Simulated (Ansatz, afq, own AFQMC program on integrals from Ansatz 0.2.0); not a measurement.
## Where AFQMC and coupled cluster stand for NHCl, quartet

```yaml
atoms:
  - { symbol: Cl, position_ang: [0.0000, 0.0000, -1.3343] }
  - { symbol: H, position_ang: [0.0000, 0.0000, 0.0347] }
  - { symbol: N, position_ang: [0.0000, 0.0000, 1.2997] }
```

Connectivity, by distances: Cl ··· N, 1 bridging H.

Basis cc-pVTZ. Noble-gas cores (and the filled d shells of Ga–Kr and In–Xe) are frozen. Integrals, coupled cluster, full CI and functionals: Ansatz 0.2.0; the random walks run on the same integrals in our own AFQMC program. The CISD trial takes its coefficients from CCSD amplitudes. Released means that phaseless walkers are propagated on without the constraint, phases kept. Uncertainties: one standard error, sampling alone.

Determinant: UHF, the one that the program's search chose, which needn't be the lowest solution. The geometry is a point of a scan.

No full CI on the walks' own integrals is used here; CCSDT(Q) serves as the reference and is uncertain by about the last step of the cluster series.

Cautions: lower spins were not checked; the released energies move by 1.5 errors or more from one time to the next, so no released level is given (meV from the phaseless value at times in 1/Eh: -1 ± 6 at 0.24, 3 ± 5 at 0.51, -3 ± 5 at 0.99, -17 ± 6 at 1.62, 3 ± 8 at 2.40), though the last usable value meets CCSDT(Q) within the noise.

The T1 diagnostic is 0.0153 and the weight of the determinant in the CISD state is 0.879. The ⟨S²⟩ of the determinant is 3.776. The size of the correlated space is 13 electrons in 72 orbitals.

Reference: CCSDT(Q), correlation energy -9.900 eV.

```json
{"level": "HF", "E − E(reference) (meV)": "9899.9", "share of correlation (%)": "0.00"}
{"level": "MP2", "E − E(reference) (meV)": "1337.5", "share of correlation (%)": "86.49"}
{"level": "CCSD", "E − E(reference) (meV)": "386.0", "share of correlation (%)": "96.10"}
{"level": "CCSD(T)", "E − E(reference) (meV)": "44.8", "share of correlation (%)": "99.55"}
{"level": "CCSDT", "E − E(reference) (meV)": "14.9", "share of correlation (%)": "99.85"}
{"level": "ph-AFQMC/CISD", "E − E(reference) (meV)": "1.8 ± 5.4", "share of correlation (%)": "99.98"}
```

A walk keeps the symmetry of its determinant, which the program's search chose and which needn't be the lowest solution, so a lower state of the same spin and another symmetry isn't excluded.
